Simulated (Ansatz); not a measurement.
# SiH2O (SMILES O=[SiH2]) at B3LYP/def2-TZVPP

Aim: the vertical ionisation energy of SiH2O at B3LYP/def2-TZVPP, from 2 runs. 

The calculation is run with Ansatz 0.2.0.

50 further runs of the same task are left out: 50 set aside as unsound or not needed.

### 1 The system as given

SiH2O: 4 atoms, total charge 0, spin state singlet. As SMILES, `O=[SiH2]`. The coordinates come from a PBE0-D4/def2-TZVP relaxation.

Bond lengths: O1–Si2 1.516 Å, Si2–H3 1.485 Å, Si2–H4 1.486 Å. Angles: O1–Si2–H3 124.0°, O1–Si2–H4 124.0°, H3–Si2–H4 111.9°.

### 2 The energy at B3LYP/def2-TZVPP

Contents of run.yaml:

```yaml
crystal:
  periodic: [false, false, false]
  atoms:
    - {symbol: O, position_ang: [-0.283200, 0.413500, 1.469500]}
    - {symbol: Si, position_ang: [-0.006700, 0.009800, 0.034900]}
    - {symbol: H, position_ang: [0.439900, -1.346000, -0.376200]}
    - {symbol: H, position_ang: [-0.150000, 0.922700, -1.128300]}
basis:
  gaussian: {orbitals: def2-TZVPP}
hamiltonian: {xc: {name: B3LYP}}
accuracy: high
output: {orbitals: {seedname: orbitals}}
```

On the command line:

```
$ ansatz run run.yaml --threads 1 --pin off --max-ram 3480MiB --events-out events.jsonl --progress --plain --runs-dir runs
```

Standard output:

```text
Warning: RAYON_NUM_THREADS=1 ignored (pool sized by the plan → 1); use --threads N
Functional definition: B3LYP
  name "B3LYP"
  parameter a0 = 0.2
  parameter ax = 0.72
  parameter ac = 0.81
  exchange = (1 - a0 - ax)*slater_x + ax*b88_x + a0*exact_x
  correlation = (1 - ac)*vwn_rpa_c + ac*lyp_c
1618 factors; integrals over basis functions are off by at most 3.1e-9 eV
mean field evaluation 1: about -9950.3218 eV, gradient 6.8e1 eV
mean field evaluation 2: about -9860.6380 eV, gradient 1.9e2 eV
mean field evaluation 4: about -9958.5661 eV, gradient 4.1e0 eV
mean field evaluation 8: about -9958.6012 eV, gradient 1.5e-1 eV
mean field evaluation 16: about -9958.6012 eV, gradient 2.7e-6 eV
mean field -9958.60120550 eV, -365.9718441197 hartree, gradient 3.2e-8 eV, S^2 0.000000; 0 other end points of the search recorded, 0 dependent functions left out
reference -9958.60123933 eV, -365.9718453629 hartree; 12, 12 occupied and 89, 89 virtual orbitals, 1618 factors
Total energy: -9958.60123933 eV, -365.9718453629 hartree
```

Run time: 4.2 s. Hardware: 1 thread of Arm Neoverse V2, shared host; peak memory 0.23 GiB.

### 3 The doublet cation, same level

Contents of in.yaml:

```yaml
crystal:
  periodic: [false, false, false]
  atoms:
    - {symbol: O, position_ang: [-0.283200, 0.413500, 1.469500]}
    - {symbol: Si, position_ang: [-0.006700, 0.009800, 0.034900]}
    - {symbol: H, position_ang: [0.439900, -1.346000, -0.376200]}
    - {symbol: H, position_ang: [-0.150000, 0.922700, -1.128300]}
basis:
  gaussian:
    orbitals: def2-TZVPP
total_charge: 1
magnetization:
  spin_polarized: true
  initial_magnetization: 1
hamiltonian:
  xc: {name: B3LYP}
accuracy: high
output:
  orbitals: {seedname: orbitals}
```

On the command line:

```
$ ansatz run in.yaml --threads 1 --pin off --max-ram 3480MiB --events-out events.jsonl --progress --plain --runs-dir runs
```

Standard output, cut to the lines that bear on the results:

```text
Warning: RAYON_NUM_THREADS=1 ignored (pool sized by the plan → 1); use --threads N
[... 7 set-up lines as earlier in the session ...]
1618 factors; integrals over basis functions are off by at most 3.1e-9 eV
mean field evaluation 1: about -9920.8555 eV, gradient 8.3e1 eV
mean field evaluation 2: about -9687.1311 eV, gradient 1.5e2 eV
mean field evaluation 4: about -9946.9798 eV, gradient 1.2e1 eV
mean field evaluation 8: about -9947.7642 eV, gradient 4.5e-1 eV
mean field evaluation 16: about -9947.8148 eV, gradient 1.6e-3 eV
mean field evaluation 32: about -9947.8148 eV, gradient 3.1e-8 eV
mean field -9947.81483715 eV, -365.5754523940 hartree, gradient 3.1e-8 eV, S^2 0.757469; 2 other end points of the search recorded, 0 dependent functions left out
reference -9947.81486953 eV, -365.5754535843 hartree; 12, 11 occupied and 89, 90 virtual orbitals, 1618 factors
Total energy: -9947.81486953 eV, -365.5754535843 hartree
```

Wall time 8.4 s (1 thread of Arm Neoverse V2, shared host); peak memory 0.29 GiB.

### 4 Summary of results

At B3LYP/def2-TZVPP:

| quantity | value |
| --- | --- |
| singlet SiH2O: total energy | -365.97185 Eh |
| singlet SiH2O: HOMO energy | -8.04 eV |
| singlet SiH2O: LUMO energy | -2.44 eV |
| singlet SiH2O: HOMO–LUMO gap | 5.60 eV |
| doublet cation: total energy | -365.57545 Eh |
| doublet cation: HOMO energy (highest over α and β) | -17.57 eV |
| doublet cation: LUMO energy (lowest over α and β) | -13.61 eV |
| doublet cation: ⟨S²⟩ | 0.757 |
| vertical ionisation energy (to the doublet cation) | 10.786 eV |

What this shows: Removing an electron at fixed nuclei costs 10.79 eV (249 kcal/mol). The negative HOMO energy of the first species, 8.04 eV, lies 2.75 eV below that difference.
